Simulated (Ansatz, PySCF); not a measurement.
Species: formic acid, CH$_{2}$O$_{2}$, net charge 0, singlet state. SMILES: C(O)=O
Structure (B3LYP-D3(BJ)/def2-TZVP (Ansatz, a program for electronic structure) minimum search):
```xyz
5

O     -1.0316    -0.4355    -0.0191
C      0.0042     0.4206     0.0039
O      1.1586     0.1057     0.0179
H     -0.6697    -1.3375    -0.0221
H     -0.3712     1.4518     0.0079
```
Charge 0, spin multiplicity 1.

Property: vertical triplet-singlet gap (E(triplet) - E(singlet); each state is the SCF solution reached for its spin), in kcal/mol. Valence correlation only, unless marked. UHF or UKS for open shells. No spin-orbit coupling. No relativistic terms. CBS(X,Y): correlation extrapolated as X^-3; Hartree-Fock from the larger set. [CCSD(T)-MP2]/basis is that difference in the basis named.

| level | program | vertical triplet-singlet gap (kcal/mol) |
|---|---|---|
| SVWN5/def2-TZVPD | Ansatz | 126.3 |
| r2SCAN/def2-TZVPD | Ansatz | … |
| B3LYP/def2-TZVPD | Ansatz | … |
| PBE0/def2-TZVPD | Ansatz | 119.8 |
| BHLYP/def2-TZVPD | Ansatz | … |
| M06-2X/def2-TZVPD | PySCF | 125.9 |
| CAM-B3LYP/def2-TZVPD | Ansatz | 121.2 |
| wB97M-V/def2-TZVPD | Ansatz | … |
| wB97X-V/def2-TZVPD | Ansatz | 124.2 |
| SCS-MP2/aug-cc-pVDZ | Ansatz | 137.3 |
| SCS-MP2/aug-cc-pVTZ | Ansatz | 137.4 |
| RI-MP2/CBS(aug-cc-pVTZ,aug-cc-pVQZ)+[CCSD(T)-MP2]/aug-cc-pVTZ | Ansatz | 129.7 |

Problem. What belongs in the gaps?

Solution. 
- r2SCAN/def2-TZVPD, vertical triplet-singlet gap (kcal/mol): 118.9
- B3LYP/def2-TZVPD, vertical triplet-singlet gap (kcal/mol): 121.5
- BHLYP/def2-TZVPD, vertical triplet-singlet gap (kcal/mol): 116.7
- wB97M-V/def2-TZVPD, vertical triplet-singlet gap (kcal/mol): 125.1
